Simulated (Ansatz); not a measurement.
The input, for Ansatz 0.2.0:

```yaml
crystal:
  periodic: [false, false, false]
  atoms:
    - {symbol: Mo, position_ang: [0.000000, -0.033589, 0.225249]}
    - {symbol: O, position_ang: [0.000000, 0.106921, -1.414198]}
    - {symbol: H, position_ang: [0.000000, 1.499931, 1.007894]}
basis:
  gaussian: {orbitals: def2-SVP}
total_charge: 1
magnetization: {spin_polarized: true, initial_magnetization: 0}
correlation: {method: ccsdt_q, electrons: outside_noble_gas}
```

```sh
$ ansatz run in.yaml --threads 1 --pin off --events-out ev --progress --plain --max-ram 2393MiB
```

**Question.** Roughly how long does this take on 1 thread of Arm Neoverse V1, shared host, and how much host memory?

**Answer.** 5.2 min wall and 1 GiB.

```
884 factors; integrals over basis functions are off by at most 1.5e-7 eV
mean field evaluation 1: about -3865.9332 eV, gradient 5.5e1 eV
mean field evaluation 2: about -3866.0422 eV, gradient 5.5e1 eV
mean field evaluation 4: about -3878.1673 eV, gradient 4.8e0 eV
mean field evaluation 8: about -3878.4401 eV, gradient 7.1e-1 eV
mean field evaluation 16: about -3878.4802 eV, gradient 2.5e-6 eV
mean field evaluation 32: about -3879.0185 eV, gradient 1.7e0 eV
mean field evaluation 64: about -3871.4084 eV, gradient 9.1e0 eV
mean field evaluation 96: about -3878.4801 eV, gradient 1.9e-2 eV
mean field evaluation 128: about -3877.3091 eV, gradient 5.9e0 eV
mean field evaluation 160: about -3879.0402 eV, gradient 1.1e-5 eV
...
cycle  53  -10.45924418 eV  change   -2.1e-7 eV  update   3.1e-7
cycle  54  -10.45924457 eV  change   -3.9e-7 eV  update   2.8e-7
cycle  55  -10.45924494 eV  change   -3.7e-7 eV  update   1.9e-7
cycle  56  -10.45924500 eV  change   -6.1e-8 eV  update   1.5e-7
cycle  57  -10.45924508 eV  change   -8.3e-8 eV  update   1.5e-7
cycle   1  -10.45924502 eV  update   1.9e-7
cycle   2  -10.45924516 eV  change   -1.4e-7 eV  update   1.4e-7
cycle   3  -10.45924508 eV  change    8.0e-8 eV  update   1.3e-7
cycle   4  -10.45924534 eV  change   -2.6e-7 eV  update   1.1e-7
cycle   5  -10.45924547 eV  change   -1.2e-7 eV  update   9.7e-8
perturbative correction -0.06235710 eV, -0.0022915810 hartree
WARN: the results are in doubt because among natural orbitals full CI differs from the method by +0.774 eV
Total energy: -3889.60927084 eV, -142.9405042315 hartree
In doubt: among natural orbitals full CI differs from the method by +0.774 eV
```
